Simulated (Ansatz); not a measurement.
Compare A (`C/C(=C/F)CO`) with its isomer B (`CC(C)(F)C=O`).

Isolated molecules relaxed with PBE0-D4/def2-TZVP in Ansatz; ΔE leaves out vibrations. CCSD(T)/CBS adds triple-zeta CCSD(T) − MP2 to the extrapolated MP2 energy (def2 sets, frozen cores). DFT in def2-TZVPP. One conformer a species, not always the lowest.

(1) Which is lower in electronic energy at CCSD(T)/CBS, and by how much? (Best estimate.)

(2) Give E(B) − E(A) in kcal/mol with r2SCAN-D4, CCSD/def2-TZVPP, PBE0-D4, B2PLYP, PBE-D4, ωB97M-V, CCSD(T)/def2-TZVPP. (Best estimate.)

Largest T1 diagnostic: 0.013.

## Answers

(1) The calculation gave: B, by 15.4 kcal/mol.

(2) Ansatz gave: r2SCAN-D4 -15.9, CCSD/def2-TZVPP -16.1, PBE0-D4 -14.4, B2PLYP -15.8, PBE-D4 -14.1, ωB97M-V -16.0, CCSD(T)/def2-TZVPP -16.0. None reverses the order clearly.

In def2-TZVPP, CCSD(T) changes the Hartree–Fock value by +1.9 kcal/mol (the triples alone add +0.0 kcal/mol) and MP2 by +1.7 kcal/mol.
